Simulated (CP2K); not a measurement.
# H2S2 (SMILES SS): a chain of runs

We compute the energy (MP2/ccGRB-D), then a single-point energy (MP2/ccGRB-D), then the energy (MP2/ccGRB-D), then the energy (MP2/ccGRB-D) of H2S2. The setting varied is the cutoff. 

The results are computed with CP2K 2026.2.

4 further runs of the same task are left out: 4 set aside as unsound or not needed.

**1. The structure to begin with**

The species is H2S2 (4 atoms), meant as a singlet with charge 0. As SMILES, `SS`. Geometry: relaxed at PBE0-D4/def2-TZVP.

Bond lengths: S1–S2 2.046 Å, S1–H3 1.347 Å, S2–H4 1.347 Å. Angles: S1–S2–H4 98.6°, S2–S1–H3 98.6°.

**2. The energy at MP2/ccGRB-D (core potential) (run 5)**

molecule.xyz reads:

```xyz
4

S      0.784480    -0.789210     0.166690
S      0.060220     1.121560     0.067360
H     -0.225420    -1.352590     0.856880
H     -0.619290     1.020250    -1.090950
```

gas.inp reads:

```
&GLOBAL
   PROJECT gas
   RUN_TYPE ENERGY
   PRINT_LEVEL MEDIUM
&END GLOBAL

&FORCE_EVAL
   METHOD QUICKSTEP
   &DFT
      BASIS_SET_FILE_NAME BASIS_ccGRB_UZH
      POTENTIAL_FILE_NAME POTENTIAL_UZH
      &QS
         METHOD GPW
         EPS_DEFAULT 1.0E-10
      &END QS
      &MGRID
         CUTOFF 350
         REL_CUTOFF 50
         NGRIDS 4
      &END MGRID
      &POISSON
         PERIODIC NONE
         POISSON_SOLVER MULTIPOLE
      &END POISSON
      &SCF
         SCF_GUESS ATOMIC
         EPS_SCF 1.0E-06
         MAX_SCF 80
         ADDED_MOS 10
         &DIAGONALIZATION
            ALGORITHM STANDARD
         &END DIAGONALIZATION
         &MIXING
            METHOD DIRECT_P_MIXING
            ALPHA 0.4
         &END MIXING
      &END SCF
      &XC
         &XC_FUNCTIONAL NONE
         &END XC_FUNCTIONAL
         &HF
            FRACTION 1
            &SCREENING
               EPS_SCHWARZ 1.0E-09
            &END SCREENING
            &MEMORY
               MAX_MEMORY 1750
            &END MEMORY
         &END HF
         &WF_CORRELATION
            &MP2
               METHOD DIRECT_CANONICAL
            &END MP2
            MEMORY 1500
         &END WF_CORRELATION
      &END XC
      &PRINT
         &MOMENTS
            PERIODIC F
            REFERENCE COM
            MAX_MOMENT 1
         &END MOMENTS
         &MO ON
            ENERGIES T
            OCCUPATION_NUMBERS T
            NDIGITS 6
            &EACH
               QS_SCF 0
            &END EACH
            ADD_LAST NUMERIC
         &END MO
         &HIRSHFELD OFF
         &END HIRSHFELD
      &END PRINT
   &END DFT
   &SUBSYS
      &CELL
         ABC 8.4 9.5 8.9
         PERIODIC NONE
      &END CELL
      &TOPOLOGY
         COORD_FILE_NAME molecule.xyz
         COORD_FILE_FORMAT XYZ
         &CENTER_COORDINATES
         &END CENTER_COORDINATES
      &END TOPOLOGY
      &KIND S
         BASIS_SET ccGRB-D-q6
         POTENTIAL GTH-PBE0-q6
      &END KIND
      &KIND H
         BASIS_SET ccGRB-D-q1
         POTENTIAL GTH-PBE0-q1
      &END KIND
   &END SUBSYS
&END FORCE_EVAL
```

Command:

```bash
$ OMP_NUM_THREADS=2 cp2k.psmp -i gas.inp -o gas.out
```

Standard output:

```text
CP2K| version string:                                       CP2K version 2026.2
[...]
 GLOBAL| Method name                                                        CP2K
[...]
 GLOBAL| Run type                                                         ENERGY
[...]
 DFT| Spin restricted Kohn-Sham (RKS) calculation                            RKS
 DFT| Multiplicity                                                             1
[...]
 DFT| Charge                                                                   0
[...]
 QS| Method:                                                                 GPW
[...]
 QS| Density cutoff [a.u.]:                                                175.0
[...]
 QS| Relative density cutoff [a.u.]:                                        25.0
[...]
                             - Atoms:                                          4
[...]
                             - Spherical basis functions:                     36
[...]
 Number of electrons:                                                         14
[...]
     1 P_Mix/Diag. 0.40E+00    0.2     0.63004056       -21.0338423977 -2.10E+01
[...]
  *** SCF run converged in    15 steps ***
[...]
  Overlap energy of the core charge distribution:               0.00000027609815
  Self energy of the core charge distribution:                -50.69216290122669
  Core Hamiltonian energy:                                     11.65170257984402
  Hartree energy:                                              22.63120465368185
  Exchange-correlation energy:                                  0.00000000000000
  Hartree-Fock Exchange energy:                                -4.72932944250127
  Total energy:                                               -21.13858483410393
[...]
 ENERGY| Total FORCE_EVAL ( QS ) energy [hartree]            -21.400712460680708
[...]
```

Run time: 2.2 s. Hardware: 2 threads of Arm Neoverse V2, shared host; peak memory 0.62 GiB.

**3. A single-point energy at MP2/ccGRB-D (core potential) (run 6)**

molecule.xyz is that of step 2.

mol.inp reads:

```
&FORCE_EVAL
  METHOD Quickstep
  &DFT
    BASIS_SET_FILE_NAME BASIS_ccGRB_UZH
    POTENTIAL_FILE_NAME POTENTIAL_UZH
    CHARGE 0
    MULTIPLICITY 1
    &QS
      METHOD GPW
      EPS_DEFAULT 1.0E-10
    &END QS
    &MGRID
      CUTOFF 450
      REL_CUTOFF 50
      NGRIDS 4
    &END MGRID
    &POISSON
      PERIODIC NONE
      POISSON_SOLVER MULTIPOLE
    &END POISSON
    &SCF
      SCF_GUESS ATOMIC
      EPS_SCF 1.0E-06
      MAX_SCF 80
      ADDED_MOS 10
      &DIAGONALIZATION
        ALGORITHM STANDARD
      &END DIAGONALIZATION
      &MIXING
        METHOD DIRECT_P_MIXING
        ALPHA 0.4
      &END MIXING
    &END SCF
    &XC
      &XC_FUNCTIONAL NONE
      &END XC_FUNCTIONAL
      &HF
        FRACTION 1
        &SCREENING
          EPS_SCHWARZ 1.0E-09
          SCREEN_ON_INITIAL_P F
        &END SCREENING
        &INTERACTION_POTENTIAL
          POTENTIAL_TYPE COULOMB
        &END INTERACTION_POTENTIAL
        &MEMORY
          MAX_MEMORY 1750
        &END MEMORY
      &END HF
      &WF_CORRELATION
        &MP2
          METHOD DIRECT_CANONICAL
        &END MP2
        MEMORY 1500
      &END WF_CORRELATION
    &END XC
    &PRINT
      &MOMENTS
        PERIODIC F
        REFERENCE COM
        MAX_MOMENT 1
      &END MOMENTS
      &MO ON
        ENERGIES T
        OCCUPATION_NUMBERS T
        NDIGITS 6
        &EACH
          QS_SCF 0
        &END EACH
        ADD_LAST NUMERIC
      &END MO
      &HIRSHFELD OFF
      &END HIRSHFELD
    &END PRINT
  &END DFT
  &SUBSYS
    &CELL
      ABC [angstrom] 8.4 9.5 8.9
      PERIODIC NONE
    &END CELL
    &TOPOLOGY
      COORD_FILE_NAME molecule.xyz
      COORD_FILE_FORMAT XYZ
      &CENTER_COORDINATES
      &END CENTER_COORDINATES
    &END TOPOLOGY
    &KIND S
      BASIS_SET ccGRB-D-q6
      POTENTIAL GTH-PBE0-q6
    &END KIND
    &KIND H
      BASIS_SET ccGRB-D-q1
      POTENTIAL GTH-PBE0-q1
    &END KIND
  &END SUBSYS
&END FORCE_EVAL

&GLOBAL
  PROJECT mol
  RUN_TYPE ENERGY
  PRINT_LEVEL MEDIUM
&END GLOBAL
```

Command:

```bash
$ OMP_NUM_THREADS=2 cp2k.psmp -i mol.inp -o mol.out
```

Standard output:

```text
CP2K| version string:                                       CP2K version 2026.2
[...]
 GLOBAL| Method name                                                        CP2K
[...]
 GLOBAL| Run type                                                         ENERGY
[...]
 DFT| Spin restricted Kohn-Sham (RKS) calculation                            RKS
 DFT| Multiplicity                                                             1
[...]
 DFT| Charge                                                                   0
[...]
 QS| Method:                                                                 GPW
[...]
 QS| Density cutoff [a.u.]:                                                225.0
[...]
 QS| Relative density cutoff [a.u.]:                                        25.0
[...]
                             - Atoms:                                          4
[...]
                             - Spherical basis functions:                     36
[...]
 Number of electrons:                                                         14
[...]
     1 P_Mix/Diag. 0.40E+00    0.2     0.63004056       -21.0338425272 -2.10E+01
[...]
  *** SCF run converged in    15 steps ***
[...]
  Overlap energy of the core charge distribution:               0.00000027609815
  Self energy of the core charge distribution:                -50.69216290122669
  Core Hamiltonian energy:                                     11.65170263769554
  Hartree energy:                                              22.63120450215960
  Exchange-correlation energy:                                  0.00000000000000
  Hartree-Fock Exchange energy:                                -4.72932946457406
  Total energy:                                               -21.13858494984746
[...]
 ENERGY| Total FORCE_EVAL ( QS ) energy [hartree]            -21.400712576260869
[...]
```

It took 2.9 s on 2 threads of Arm Neoverse V2, shared host; peak memory 0.77 GiB.

Run 7 isn't shown in full; the table further down has it.

**4. The energy at MP2/ccGRB-D (core potential) (run 8)**

molecule.xyz is that of step 3.

molecule.inp reads:

```
&global
  project molecule
  run_type ENERGY
  print_level MEDIUM
&end global
&force_eval
  method QUICKSTEP
  &dft
    basis_set_file_name BASIS_ccGRB_UZH
    potential_file_name POTENTIAL_UZH
    ! Quickstep
    &qs
      method GPW
      eps_default 1.0E-10
    &end qs
    &mgrid
      cutoff 800
      rel_cutoff 50
      ngrids 4
    &end mgrid
    &poisson
      periodic NONE
      poisson_solver MULTIPOLE
    &end poisson
    ! self-consistent field
    &scf
      scf_guess ATOMIC
      eps_scf 1.0E-06
      max_scf 80
      added_mos 10
      &diagonalization
        algorithm STANDARD
      &end diagonalization
      &mixing
        method DIRECT_P_MIXING
        alpha 0.4
      &end mixing
    &end scf
    &xc
      &xc_functional NONE
      &end xc_functional
      ! exact exchange
      &hf
        fraction 1
        &screening
          eps_schwarz 1.0E-09
        &end screening
        &memory
          max_memory 1750
        &end memory
      &end hf
      &wf_correlation
        &mp2
          method DIRECT_CANONICAL
        &end mp2
        memory 1500
      &end wf_correlation
    &end xc
    &print
      &moments
        periodic F
        reference COM
        max_moment 1
      &end moments
      &mo ON
        energies T
        occupation_numbers T
        ndigits 6
        &each
          qs_scf 0
        &end each
        add_last NUMERIC
      &end mo
      &hirshfeld OFF
      &end hirshfeld
    &end print
  &end dft
  ! structure
  &subsys
    &cell
      abc 8.4 9.5 8.9
      periodic NONE
    &end cell
    &topology
      coord_file_name molecule.xyz
      coord_file_format XYZ
      &center_coordinates
      &end center_coordinates
    &end topology
    &kind S
      basis_set ccGRB-D-q6
      potential GTH-PBE0-q6
    &end kind
    &kind H
      basis_set ccGRB-D-q1
      potential GTH-PBE0-q1
    &end kind
  &end subsys
&end force_eval
```

Command:

```bash
$ OMP_NUM_THREADS=2 cp2k.psmp -i molecule.inp -o molecule.out
```

Standard output:

```text
CP2K| version string:                                       CP2K version 2026.2
[...]
 GLOBAL| Method name                                                        CP2K
[...]
 GLOBAL| Run type                                                         ENERGY
[...]
 DFT| Spin restricted Kohn-Sham (RKS) calculation                            RKS
 DFT| Multiplicity                                                             1
[...]
 DFT| Charge                                                                   0
[...]
 QS| Method:                                                                 GPW
[...]
 QS| Density cutoff [a.u.]:                                                400.0
[...]
 QS| Relative density cutoff [a.u.]:                                        25.0
[...]
                             - Atoms:                                          4
[...]
                             - Spherical basis functions:                     36
[...]
 Number of electrons:                                                         14
[...]
     1 P_Mix/Diag. 0.40E+00    0.3     0.63004059       -21.0338426675 -2.10E+01
[...]
  *** SCF run converged in    15 steps ***
[...]
  Overlap energy of the core charge distribution:               0.00000027609815
  Self energy of the core charge distribution:                -50.69216290122669
  Core Hamiltonian energy:                                     11.65170306419062
  Hartree energy:                                              22.63120400296719
  Exchange-correlation energy:                                  0.00000000000000
  Hartree-Fock Exchange energy:                                -4.72932955642860
  Total energy:                                               -21.13858511439933
[...]
 ENERGY| Total FORCE_EVAL ( QS ) energy [hartree]            -21.400712743721389
[...]
```

It took 6.6 s on 2 threads of Arm Neoverse V2, shared host; peak memory 1.4 GiB.

**5. Overview of the runs**

| run | cutoff | energy (Eh) | dipole moment (D) | HOMO energy (eV) | LUMO energy (eV) | wall time |
| --- | --- | --- | --- | --- | --- | --- |
| 5 | 350 | -21.400712 | 1.59 | -10.33 | 3.59 | 2.2 s |
| 6 | 450 | -21.400713 | 1.59 | -10.33 | 3.59 | 2.9 s |
| 7 | 600 | -21.400713 | 1.59 | -10.33 | 3.59 | 4.5 s |
| 8 | 800 | -21.400713 | 1.59 | -10.33 | 3.59 | 6.6 s |

Convergence of the total energy of singlet H2S2 with the cutoff, against the last point:

| cutoff | from the last (mEh) | wall time |
| --- | --- | --- |
| 350 Ry | +0.000 | 2.2 s |
| 450 Ry | +0.000 | 2.9 s |
| 600 Ry | +0.000 | 4.5 s |
| 800 Ry | +0.000 | 6.6 s |

Convergence of the dipole moment (of the density that the program reports) of singlet H2S2 with the cutoff, against the last point:

| cutoff | from the last (D) | wall time |
| --- | --- | --- |
| 350 Ry | -0.0000 | 2.2 s |
| 450 Ry | -0.0000 | 2.9 s |
| 600 Ry | +0.0000 | 4.5 s |
| 800 Ry | +0.0000 | 6.6 s |

**6. Results**

| quantity | value |
| --- | --- |
| run 8, MP2/ccGRB-D: total energy | -21.40071 Eh |
| run 8, MP2/ccGRB-D: dipole moment (of the density that the program reports) | 1.59 D |
| run 8, MP2/ccGRB-D: HOMO energy (Hartree–Fock orbitals) | -10.33 eV |
| run 8, MP2/ccGRB-D: LUMO energy (Hartree–Fock orbitals) | 3.59 eV |
| run 8, MP2/ccGRB-D: HOMO–LUMO gap (Hartree–Fock orbitals) | 13.92 eV |
| run 8, MP2/ccGRB-D: correlation energy | -262.1 mEh |

**Reading.** The total energy agrees within 0.001 eV over the runs. All runs together took 16 s, the longest 6.6 s.
